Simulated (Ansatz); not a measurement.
# BF− (doublet): from Hartree-Fock to the top rungs, aug-cc-pVTZ

Aim: climb from Hartree-Fock through coupled cluster for BF− (doublet) at one geometry and basis, and see what each rung misses.

Computed with Ansatz 0.2.0, Gaussian basis. Level: aug-cc-pVTZ, core rule «outside noble gas», up to 2 orbitals frozen.

The runs, in order: UHF; CCSD(T) on ROHF; CCSD(T) on UHF; BCCD(T) on ROHF; CCSDT(Q) on ROHF; CCSDT(Q) on UHF.

9 further runs of the same task are left out: 4 for a known fault of the program, 5 set aside as unsound or not needed.

### 1 What is computed

The geometry is a PBE0/def2-TZVPD stationary point (not a proven minimum) of the parent state, kept for this charge and spin.

2 atoms, charge -1, spin multiplicity 2.

Atoms are counted from 1 here; the program's logs count them from 0.

Bond lengths: B1–F2 1.403 Å.

### 2 UHF

in.yaml

```yaml
crystal:
  periodic: [false, false, false]
  atoms:
    - {symbol: B, position_ang: [0.000000, 0.000000, 0.000000]}
    - {symbol: F, position_ang: [0.000000, 0.000000, 1.402700]}
basis:
  gaussian: {orbitals: aug-cc-pVTZ}
total_charge: -1
magnetization: {spin_polarized: true, initial_magnetization: 1}
hamiltonian: {xc: hf}
output: {orbitals: {seedname: orbitals}}
```

Command:

```console
$ ansatz run in.yaml --threads 1 --pin off --events-out ev --progress --plain --max-ram 2560MiB --backend cpu
```

After this run come: CCSD(T) on ROHF; CCSD(T) on UHF; BCCD(T) on ROHF; CCSDT(Q) on ROHF; CCSDT(Q) on UHF.

**Question.** What will the summary of the whole plan be? Wanted: UCCSDT(Q) below the RHF energy; RMP2 from UCCSDT(Q); UMP2 from UCCSDT(Q); RCCSD from UCCSDT(Q); RCCSD(T) from UCCSDT(Q); UCCSD(T) from UCCSDT(Q); RCCSDT(Q) from UCCSDT(Q); T1 diagnostic.

As calculated:

| quantity | value |
| --- | --- |
| UCCSDT(Q) below the RHF energy | -10.1395 eV |
| RMP2 from UCCSDT(Q) | +17.19 kcal/mol |
| UMP2 from UCCSDT(Q) | +16.87 kcal/mol |
| RCCSD from UCCSDT(Q) | +9.39 kcal/mol |
| RCCSD(T) from UCCSDT(Q) | +0.78 kcal/mol |
| UCCSD(T) from UCCSDT(Q) | +0.77 kcal/mol |
| RCCSDT(Q) from UCCSDT(Q) | +0.12 kcal/mol |
| levels within 1 kcal/mol (43 meV) | RCCSD(T), UCCSD(T), BCCD(T), RCCSDT, UCCSDT, RCCSDT(Q) |
| T1 diagnostic | 0.043 |

What this shows: RCCSD(T) misses by +0.78 kcal/mol, 0.3 % of the correlation energy. These misses are within one basis, not against nature; the frozen cores of restricted and unrestricted runs differ, which can shift their rows. The highest orbital lies above zero: the basis alone holds the extra electron.
